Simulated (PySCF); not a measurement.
Gas-phase reaction: SiHCl + Si2H6 + SiHCl3 → 4 SiH2Cl

Computed with PySCF and rigid-rotor harmonic-oscillator thermochemistry at 1 bar. † marks an energy on the PBE0/def2-TZVP geometry and frequencies; other levels use their own. CCSD(T) freezes the core. 6-31G* has spherical d functions here. Open shells (unrestricted): SiH2Cl (multiplicity 2); the rest are closed-shell singlets. SiHCl, SiH2Cl: computed as isolated molecules; such fragments, hydroxides, amides, oligomers or adducts are transient or little studied in the gas. CCSD(T) isn't extrapolated to the basis-set limit.

CCSD(T)/def2-SVP† gives ΔH°(298 K) = 452 kJ.

Question: What do r2SCAN/def2-TZVP†, PBE0/def2-TZVP, HF/6-31G* give?

Answer: r2SCAN/def2-TZVP†: 401 kJ; PBE0/def2-TZVP: 422 kJ; HF/6-31G*: 303 kJ. For scale, ΔH°(298 K) is 452 kJ at this level, 488 kJ at ωB97M-V/def2-TZVP†, and runs from 297 to 489 kJ over the 19 levels computed.
